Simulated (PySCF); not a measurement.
LiF, SMILES [Li][F].

Geometry: PBE0-D3(BJ)/def2-TZVPD.

Two levels are set side by side: PBE/def2-TZVPD (PySCF) and ωB97X/def2-TZVPD (PySCF). Same geometry, gas phase. Differences are taken from unrounded values.

```tsv
quantity	ωB97X
orbital gap (eV)	10.70
highest occupied level (eV)	-10.50
lowest empty level (eV)	0.20
dipole moment (D)	6.33
mean polarisability (bohr³)	9.7
```

Q: What does PBE give, and how far is it from ωB97X? (The exact figures need the calculation; the answer reports its results.)

A: 
```tsv
quantity	PBE	PBE minus ωB97X
orbital gap (eV)	4.57	-6.13
highest occupied level (eV)	-6.10	4.40
lowest empty level (eV)	-1.53	-1.74
dipole moment (D)	6.13	-0.19
mean polarisability (bohr³)	11.3	1.7
```

PBE's occupied levels lie high since its potential decays too fast outside the molecule; exact exchange lowers them and widens the gap. Loosely held outer electrons make PBE densities more polarisable. Differences between two approximate levels are no errors against the true value.

Rough cost on one machine, each run with all the roots and properties that it gave: ωB97X against PBE within a factor of 2.
